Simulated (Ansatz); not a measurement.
## Relaxing As2I3

Theory: Ansatz 0.2.0, DFT PBE, scalar-relativistic, plane waves, PAW. Cutoff 420 eV, Γ-centred k mesh, Gaussian smearing, no spin polarisation in the final step.

The start puts As2I3 on the A-type sesquioxide structure type (P-3m1, No. 164), with As in place of La, I in place of O, at a guessed volume.

```
As I
1.0
     4.96938    0.00000    0.00000
    -2.48469    4.30361    0.00000
     0.00000    0.00000    7.73155
As I
2 3
Direct
  0.33333 0.66667 0.24500
  0.66667 0.33333 0.75500
  0.00000 0.00000 0.00000
  0.33333 0.66667 0.64500
  0.66667 0.33333 0.35500
```

Steps on the 6×6×2 mesh (5 atoms). 12 of 14 steps are shown, and the free energy counts from the last. Trial steps that were taken back and renewals of the plane-wave basis can be among the rows.

| step | ΔF (meV/atom) | V (Å³/atom) | P (GPa) | largest force component (eV/Å) |
| --- | --- | --- | --- | --- |
| 1 | 200.9 | 33.07 | 0.58 | 0.658 |
| 2 | 156.5 | 33.64 | -0.34 | 0.413 |
| 3 | 111.3 | 33.32 | 0.66 | 0.561 |
| 5 | 21.8 | 34.24 | -0.41 | 0.062 |
| 6 | 13.2 | 34.04 | -0.09 | 0.090 |
| 7 | 8.2 | 33.83 | -0.07 | 0.075 |
| 8 | 7.3 | 34.32 | -0.12 | 0.052 |
| 9 | 6.8 | 34.21 | 0.10 | 0.018 |
| 10 | 3.7 | 34.21 | 0.29 | 0.018 |
| 12 | 0.5 | 35.72 | 0.06 | 0.011 |
| 13 | 0.2 | 36.30 | 0.02 | 0.009 |
| 14 | 0.0 | 36.30 | 0.02 | 0.009 |

A final relaxation ran on a 12×12×4 mesh. The relaxed crystal, P-3m1 (No. 164):

```
As I
1.0
     4.65428    0.00000    0.00000
    -2.32714    4.03072    0.00000
     0.00000    0.00000    9.72725
As I
2 3
Direct
  0.33333 0.66667 0.16180
  0.66667 0.33333 0.83820
  0.00000 0.00000 0.00000
  0.33333 0.66667 0.70394
  0.66667 0.33333 0.29606
```

```
Volume per atom          : 36.5 Å³
Density                  : 4.8 g/cm³
Energy over the elements : 0.33 eV/atom
Gap on the 12×12×4 mesh  : 0 eV (a metal)
```

The zero of energy is the elements' standard structures at the same level; no fitted shifts are applied.

The final run used a 12×12×4 mesh on its 5-atom cell and 0.10 eV smearing. For metals, differences of a few meV/atom aren't resolved. No dispersion correction is applied, so the spacing between layers, chains or molecules is poorly fixed, and with it the volume and density. Spin–orbit coupling is left out.

A structure relaxed within its symmetry needn't be a true minimum.

Cost: 3 runs of about 5.9 core-minutes in all, on Arm Neoverse V1 (shared hosts).